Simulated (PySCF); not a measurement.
From results back to the method.

Species: C3H4F2S.
Geometry (PBE0-D3(BJ)/def2-SVP, Å), atoms numbered from 1 in this order:
```
atom  x, y, z in Å
F1    -0.2081    0.8303    1.6065
C2    -0.0007    0.5767    0.2992
F3     0.2162    1.7627   -0.3063
C4    -1.1366   -0.1991   -0.3641
S5     0.0570   -1.4089   -1.0581
C6     1.1359   -0.4090    0.0395
H7    -1.8271   -0.6408    0.3679
H8    -1.6887    0.3852   -1.1126
H9     1.4439   -0.9427    0.9494
H10    2.0052    0.0441   -0.4561
```

The closed-shell ground state was solved 7 times with PySCF (density fitting, gas phase), always in the def2-SVPD basis (165 functions), with these functionals: BHandHLYP, CAM-B3LYP, HF, LC-wPBE, PBE, PBE0 and wB97X-D.

```csv
row,total energy (Eh),HOMO (eV),LUMO (eV),dipole (D)
P,-713.7430,-5.74,-1.25,0.61
Q,-711.9694,-9.89,2.20,0.78
R,-714.1472,-8.36,0.63,0.76
S,-713.9588,-9.75,1.71,0.69
T,-713.7865,-6.99,-0.32,0.67
U,-714.1513,-8.86,1.40,0.67
V,-714.0931,-8.14,0.52,0.79
```

Which functional belongs to which row?

P = PBE, Q = HF, R = CAM-B3LYP, S = LC-wPBE, T = PBE0, U = wB97X-D, V = BHandHLYP. By rising HOMO–LUMO gap: PBE (GGA) 4.49 eV; PBE0 (global hybrid, 25 % exact exchange) 6.67 eV; BHandHLYP (global hybrid, 50 % exact exchange) 8.66 eV; CAM-B3LYP (range-separated hybrid) 8.99 eV; wB97X-D (range-separated hybrid) 10.26 eV; LC-wPBE (range-separated hybrid) 11.46 eV; HF (all exact exchange) 12.09 eV. Total energies of different functionals aren't bounds to one another; each is stationary for its own functional.

One conformer stands for the species.

Note: wB97X-D ran without an empirical dispersion term, which enters the total energy and its gradient alone.
